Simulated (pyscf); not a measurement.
Optimised with ωB97X-D3(BJ)/def2-SVP in PySCF. MP2 and CC: frozen core, UHF for open shells. ΔMP2 is the change of the MP2 total energy from the triple- to the quadruple-zeta basis.

Problem. O=SiH–OH + HF → O=Si: [singlet] + H₂O + HF
Surface: singlet. Broken: O–Si, H–Si, F–H. Formed: H–O, F–H. Give ΔE‡ and ΔE from CCSD(T)/def2-TZVPP + ΔMP2(QZVPP), relative to the separated reactants.

Solution. ΔE‡ = 45.2 kcal/mol, ΔE = +30.6 kcal/mol. Zero-point energy shifts the barrier by -0.8 kcal/mol. It is a multi-bond step, with an imaginary mode of 1554i cm⁻¹. On the reactant side the descent ends in a complex (not fully relaxed), 6.0 kcal/mol under the separated species and 48.1 kcal/mol under the saddle at ωB97X-D3(BJ)/def2-TZVP. On the product side the descent ends in a bound adduct, 13.1 kcal/mol under the separated species and 18.1 kcal/mol under the saddle at ωB97X-D3(BJ)/def2-TZVP. At ωB97X-D3(BJ) the barrier from the zero used here is 42.0 kcal/mol. The same reactants have a lower exit, to O=SiH–F + H₂O (barrier -2.3 kcal/mol at ωB97M-D3(BJ), against +40.7 kcal/mol here). O=SiH–OH lies 9.8 kcal/mol over its isomer HO–Si:–OH [singlet] (electronic energy, ωB97M-D3(BJ)). This is the saddle that the search found; another between the same sides may lie lower. The CCSD(T) − MP2 part came from Ansatz, without density fitting, on the same reference.
